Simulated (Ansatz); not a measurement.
We consider 2H MoTe2, described by PBE-D3(BJ) (Ansatz, a first-principles code, plane waves, PAW).

Run with plane-wave cutoff 520 eV, 12×12×4 k mesh (along the axes of the cell as run), perturbation theory, no spin polarisation, scalar-relativistic PAW data made under PBE.

Cell (relaxed at this level):

```
CELL_PARAMETERS angstrom
      3.49657     0.00000     0.00000
     -1.74828     3.02812     0.00000
      0.00000     0.00000    13.69510
ATOMIC_POSITIONS crystal
  Te 0.66667 0.33333 0.38268
  Te 0.33333 0.66667 0.88268
  Te 0.33333 0.66667 0.61732
  Te 0.66667 0.33333 0.11732
  Mo 0.66667 0.33333 0.75000
  Mo 0.33333 0.66667 0.25000
```

### Question
Estimate the high-frequency dielectric constant (mean over three axes) and static dielectric constant (mean over three axes) that the calculation returns.

### Answer

* **high-frequency dielectric constant (mean over three axes)**: 18.0
* **static dielectric constant (mean over three axes)**: 19.4

Note: the dispersion coefficients are held fixed in the derivatives.

Spin–orbit coupling is not included.

The result took roughly 80 core-minutes.
